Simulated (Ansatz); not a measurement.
A made-up structure of AlSiNH6, closed shell:

N1  (-1.186, 0.846, -0.828)
Si2  (0.451, 0.557, -0.347)
Al3  (0.511, -1.298, 1.264)
H4  (-1.803, 0.063, -0.971)
H5  (-1.401, 1.590, -1.473)
H6  (0.975, 1.818, 0.256)
H7  (1.397, 0.267, -1.479)
H8  (-1.513, 0.911, 0.136)
H9  (-0.736, -2.279, 1.409)
(Å)

It is relaxed with PBE-D4/def2-SVP and then PBE0-D4/def2-TZVP (Ansatz 0.2.0). Atoms count as bonded within 1.22 times the sum of their covalent radii (H–H: 0.88 Å). The end point is not checked to be a true minimum.

Does its bonding change? (A judgement: the text doesn't fix the answer.)

The calculation gives: No: no bond forms or breaks.

Where it ends: The first stage lowers the energy by 1.88 eV in 17 steps. It ends as AlSiNH₆ ([NH3][SiH2][AlH]):
```csv
atom,x (Å),y (Å),z (Å)
N1,-1.2226,0.7739,-0.5880
Si2,0.6239,0.5466,0.0370
Al3,0.6658,-1.6930,1.3780
H4,-1.5677,-0.1920,-0.5072
H5,-1.3304,1.1172,-1.5382
H6,0.9340,2.0224,0.0587
H7,1.1460,0.1649,-1.3259
H8,-1.7717,1.3600,0.0341
H9,-0.7825,-1.6242,0.4194
```

Labels in which every atom is bracketed show which atoms are joined, not bond orders.

For scale, one of the runs: PBE0-D4/def2-TZVP relaxation, 141 basis functions, launched by `ansatz run in.yaml --threads 2 --pin off --events-out ev --progress --plain --max-ram 4352MiB`. Hardware: 2 CPU threads of an Arm Neoverse V1, shared host. Wall time about 35 s.
